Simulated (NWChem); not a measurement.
The numbers come from NWChem runs, not from measurements. System: hydrogen fluoride (HF), charge 0, spin multiplicity 1, at a geometry optimised with B3LYP/def2-SVP. Level: B2PLYP/def2-SVP, 1 core orbitals frozen.

Input file:

```
start mol
memory heap 200 mb stack 900 mb global 1100 mb
geometry units angstroms nocenter noautoz
  F      0.000000     0.000000     0.092475
  H      0.000000     0.000000    -0.832277
  symmetry group C2v
end
basis spherical
  * library def2-svp
end
dft
  xc hfexch 0.53 becke88 0.47 lyp 0.73 mp2 0.27
  dftmp2
  semidirect memsize 60000000 filesize 0
  iterations 100
end
mp2
  freeze core 1
end
task dft energy
```

Part of the output:

```
             Northwest Computational Chemistry Package (NWChem) 7.3.0
             --------------------------------------------------------

                                NWChem Input Module
                                -------------------

 Scaling coordinates for geometry "geometry" by  1.889725989
 (inverse scale =  0.529177249)

 Turning off AUTOSYM since
 SYMMETRY directive was detected!

                             Geometry "geometry" -> ""
                             -------------------------

 Output coordinates in angstroms (scale by  1.889725989 to convert to a.u.)

  No.       Tag          Charge          X              Y              Z
 ---- ---------------- ---------- -------------- -------------- --------------
    1 F                    9.0000     0.00000000     0.00000000     0.09247500
    2 H                    1.0000     0.00000000     0.00000000    -0.83227700

 Effective nuclear repulsion energy (a.u.)       5.1501324041

            Nuclear Dipole moment (a.u.)
            ----------------------------
        X                 Y               Z
 ---------------- ---------------- ----------------
     0.0000000000     0.0000000000    -0.0000037795

      Symmetry information
      --------------------

 Group name             C2v
 Group number             16
 Group order               4
 No. of unique centers     2

      Symmetry unique atoms

     1    2


 Summary of "ao basis" -> "" (spherical)
 ------------------------------------------------------------------------------
       Tag                 Description            Shells   Functions and Types
 ---------------- ------------------------------  ------  ---------------------
 *                          def2-svp                  on all atoms

  dft_input: which_mp2 not specified, using semidirect MP2 by default.

                                 NWChem DFT Module
                                 -----------------

 Summary of "ao basis" -> "ao basis" (spherical)
 ------------------------------------------------------------------------------
       Tag                 Description            Shells   Functions and Types
 ---------------- ------------------------------  ------  ---------------------
 F                          def2-svp                 6       14   3s2p1d
 H                          def2-svp                 3        5   2s1p

 Summary of "ao basis" -> "ao basis" (spherical)
 ------------------------------------------------------------------------------
       Tag                 Description            Shells   Functions and Types
 ---------------- ------------------------------  ------  ---------------------
 F                          def2-svp                 6       14   3s2p1d
 H                          def2-svp                 3        5   2s1p

      Symmetry analysis of basis
      --------------------------

        a1         10
        a2          1
        b1          4
        b2          4

            General Information
            -------------------
          SCF calculation type: DFT
          Wavefunction type:  closed shell.
          No. of atoms     :     2
          No. of electrons :    10
           Alpha electrons :     5
            Beta electrons :     5
          Charge           :     0
          Spin multiplicity:     1
          Use of symmetry is: on ; symmetry adaption is: on
          Maximum number of iterations: 100
          AO basis - number of functions:    19
                     number of shells:     9
[...]
     9     -0.290461  1 F  pz                 3     -0.285716  1 F  s
     2     -0.162685  1 F  s                  1     -0.083122  1 F  s
    16      0.061571  2 H  s                 19      0.044930  2 H  pz

 Vector    4  Occ=2.000000D+00  E=-4.884240D-01  Symmetry=b2
              MO Center=  8.5D-33, -1.5D-16,  7.5D-02, r^2= 4.4D-01
   Bfn.  Coefficient  Atom+Function         Bfn.  Coefficient  Atom+Function
  ----- ------------  ---------------      ----- ------------  ---------------
     5      0.667780  1 F  py                 8     -0.472969  1 F  py
    18     -0.032002  2 H  py

 Vector    5  Occ=2.000000D+00  E=-4.884240D-01  Symmetry=b1
              MO Center=  4.6D-16, -3.1D-32,  7.5D-02, r^2= 4.4D-01
   Bfn.  Coefficient  Atom+Function         Bfn.  Coefficient  Atom+Function
  ----- ------------  ---------------      ----- ------------  ---------------
     4      0.667780  1 F  px                 7     -0.472969  1 F  px
    17     -0.032002  2 H  px

 Vector    6  Occ=0.000000D+00  E= 9.654520D-02  Symmetry=a1
              MO Center=  1.1D-16,  2.6D-17, -1.0D+00, r^2= 2.0D+00
   Bfn.  Coefficient  Atom+Function         Bfn.  Coefficient  Atom+Function
  ----- ------------  ---------------      ----- ------------  ---------------
    16      1.257029  2 H  s                  3     -0.666198  1 F  s
     9      0.350488  1 F  pz                 6     -0.253760  1 F  pz
    15      0.151383  2 H  s                  2     -0.108926  1 F  s
     1     -0.074369  1 F  s

 Vector    7  Occ=0.000000D+00  E= 6.667046D-01  Symmetry=a1
              MO Center=  6.5D-17,  2.4D-17, -7.9D-01, r^2= 1.1D+00
   Bfn.  Coefficient  Atom+Function         Bfn.  Coefficient  Atom+Function
  ----- ------------  ---------------      ----- ------------  ---------------
    15      1.298042  2 H  s                 16     -0.964726  2 H  s
     6     -0.388294  1 F  pz                19     -0.251167  2 H  pz
     9      0.188605  1 F  pz                 2     -0.157375  1 F  s
     3      0.154121  1 F  s                 12      0.085291  1 F  d  0
     1     -0.049543  1 F  s

 Vector    8  Occ=0.000000D+00  E= 1.249633D+00  Symmetry=b2
              MO Center=  2.0D-34, -6.4D-17, -3.6D-02, r^2= 8.8D-01
   Bfn.  Coefficient  Atom+Function         Bfn.  Coefficient  Atom+Function
  ----- ------------  ---------------      ----- ------------  ---------------
     8      0.923225  1 F  py                 5      0.910304  1 F  py
    18      0.222543  2 H  py

 center of mass
 --------------
 x =   0.00000000 y =   0.00000000 z =   0.08671970

 moments of inertia (a.u.)
 ------------------
           2.922706703949           0.000000000000           0.000000000000
           0.000000000000           2.922706703949           0.000000000000
           0.000000000000           0.000000000000           0.000000000000

     Multipole analysis of the density
     ---------------------------------

     L   x y z        total         alpha         beta         nuclear
     -   - - -        -----         -----         ----         -------
     0   0 0 0     -0.000000     -5.000000     -5.000000     10.000000

     1   1 0 0     -0.000000     -0.000000     -0.000000      0.000000
     1   0 1 0     -0.000000     -0.000000     -0.000000      0.000000
     1   0 0 1     -0.754815     -0.377406     -0.377406     -0.000004

     2   2 0 0     -4.006302     -2.003151     -2.003151      0.000000
     2   1 1 0     -0.000000     -0.000000     -0.000000      0.000000
     2   1 0 1     -0.000000     -0.000000     -0.000000      0.000000
     2   0 2 0     -4.006302     -2.003151     -2.003151      0.000000
     2   0 1 1     -0.000000     -0.000000     -0.000000      0.000000
     2   0 0 2     -2.551757     -2.650112     -2.650112      2.748468

                   NWChem MP2 Semi-direct Energy/Gradient Module
                   ---------------------------------------------

  Basis functions       =     19
  Molecular orbitals    =     19
  Frozen core           =      1
  Frozen virtuals       =      0
  Active alpha occupied =      4
  Active beta occupied  =      4
  Active alpha virtual  =     14
  Active beta virtual   =     14
  Use MO symmetry       = T
  Use skeleton AO sym   = T

  AO/Fock/Back tols     =   1.0D-09  1.0D-09  1.0D-09

 GA uses MA = F    GA memory limited = T

 Available:
  local mem=  4.43D+07
 global mem=  1.44D+08
 local disk=  0.00D+00
  mp2_memr nvloc                    14
  nvloc new                    14
   1 passes of   4:        2097152                       2164                     36829.
   1 passes of   4: M     44325368           G      144178478           F      42228216.

 Semi-direct pass number   1 of   1  for RHF alpha+beta  at        0.2s
  vrange nnbf                   190
  mp2_eaftype                    10  avail_ma_in_mb                   386
 EAF : mp2_eaftype filesize          10      18414.
  mp2_eaf for mointskh                     10
Node 0 wrote      0.1 Mb in      0.0 s     Agg I/O rate:   655.5 Mb/s
 Done moints_semi at        0.2s
  mp2_eaftype                    10  avail_ma_in_mb                   386
 EAF : mp2_eaftype filesize          10      18414.
  mp2_eaf for kh                    10
 Done maket at        0.2s
 Done multipass loop at        0.2s

          -------------------------------------------
          DFT energy                    -100.216183348955
          Unscaled MP2 energy             -0.233578757026
          Total DFT+MP2 energy          -100.279249613352
          -------------------------------------------

 -----------------------
 Performance information
 -----------------------

 Timer overhead =  1.40D-07 seconds/call

               Nr. of calls         CPU time (s)                 Wall time (s)                GFlops
             ---------------    -------------------     ------------------------------   -------------------
Name         Min   Avg   Max    Min     Avg     Max     Min     Avg     Max   Mx/calls   Min     Max     Sum
mp2: moin     1     1     1   2.76E-2 2.76E-2 2.76E-2  2.76E-2 2.76E-2 2.76E-2 2.76E-2   0.0     0.0     0.0
mp2: make     1     1     1   2.71E-3 2.71E-3 2.71E-3  2.71E-3 2.71E-3 2.71E-3 2.71E-3   0.0     0.0     0.0
mp2: tota     1     1     1   4.85E-2 4.85E-2 4.85E-2  4.85E-2 4.85E-2 4.85E-2 4.85E-2   0.0     0.0     0.0

 The average no. of pstat calls per process was 3.00D+00
 with a timing overhead of 4.20D-07s

 Task  times  cpu:        0.2s     wall:        0.2s

 Total times  cpu:        0.2s     wall:        0.2s
```
